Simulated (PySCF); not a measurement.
## MB cations for M along the third period

MP2 with double-zeta basis sets in PySCF, for the lowest determinant that a PBE0 search found; no spin–orbit coupling. De refers to high-spin ground-configuration atoms (the charge goes to the atom of lower measured ionisation energy or higher electron affinity, which is not always the lowest computed limit).

| M | basis | reference, frozen orbitals | charged atom | state (unpaired electrons) | Re (Å) | ωe (cm⁻¹) | De (eV) |
| --- | --- | --- | --- | --- | --- | --- | --- |
| Na | aug-pcseg-1 | UHF, 2 | Na+ | doublet (σ ↑) | 2.973 | 179 | 0.49 |
| Mg | cc-pVDZ | RHF, 2 | Mg+ | singlet (closed shell) | 2.588 | 353 | 1.19 |
| Al | aug-cc-pV(D+d)Z/aug-cc-pVDZ | UHF, 6 | Al+ | doublet (σ ↑) | 2.800 | 226 | 0.67 |
| P | jorge-DZP-DKH | UHF, 6 | B+ | quartet (σ ↑, π ↑↑) | 1.866 | 766 | 1.99 |
| Cl | aug-cc-pVDZ/aug-cc-pV(D+d)Z | UHF, 6 | B+ | doublet (σ ↑) | 1.613 | 1158 | 3.73 |

The shortest bond is that of BCl⁺ (1.613 Å), the longest that of NaB⁺ (2.973 Å). BCl⁺ is bound most strongly (3.73 eV) and NaB⁺ least (0.49 eV).

The rows differ in basis set, which adds steps of its own.

The state changes along the series, so neighbouring rows are not always alike in their bonding.

Correlated steps freeze the inner cores (2 to 6 orbitals); shallow outer-core shells are correlated. Weak bonds: NaB⁺. Basis-set superposition, not corrected here, can be much of De in a small basis, most of all at correlated wavefunction levels. For an ion De counts to the pair picked by the measured ionisation energies or electron affinities, which need not be the lowest pair at this level. Where the molecule has an RHF reference, its open-shell atoms are computed with UHF. States were picked by a PBE0 search and need not be the measured ground states.
